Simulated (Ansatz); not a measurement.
C4H7F can be A, `CC1(F)CC1`, or B, `C/C=C/CF`.

Computed with Ansatz on PBE0-D4/def2-TZVP structures; ΔE is electronic, products minus reactants. CCSD(T)/CBS adds triple-zeta CCSD(T) − MP2 to the extrapolated MP2 energy (def2 sets, frozen cores). Functionals use def2-TZVPP. B3LYP here is the variant with VWN-RPA as its local correlation; programs differ in this. One conformer a species, not always the lowest.

Question: Which is lower in electronic energy at CCSD(T)/CBS, and by how much? (An estimate is asked.)

Answer: Ansatz gave: B, by 17.9 kJ/mol.

Question: Give E(B) − E(A) in kJ/mol with r2SCAN-D4, B3LYP-D4, B3LYP, LDA (SPW92), BLYP-D4, ωB97M-V, PBE-D4. (Best estimate.)

Answer: Ansatz gave: r2SCAN-D4 -8.2, B3LYP-D4 -24.9, B3LYP -26.7, LDA (SPW92) 7.3, BLYP-D4 -32.0, ωB97M-V -9.1, PBE-D4 -9.6. The order is the other way round with LDA (SPW92).

Question: Does the order hold for the free energy at 298.15 K (harmonic terms from PBE0-D4)? (An estimate is asked.)

Answer: Computed: Yes: G(B) − G(A) = -21.9 kJ/mol, for one conformer each.

Largest T1 diagnostic: 0.010.

From PBE to PBE0 (25 % exact exchange), in def2-TZVPP and without D4, E(B) − E(A) moves by +6.3 kJ/mol. In def2-TZVPP, CCSD(T) changes the Hartree–Fock value by +13.9 kJ/mol (the triples alone add −0.3 kJ/mol) and MP2 by +23.6 kJ/mol.
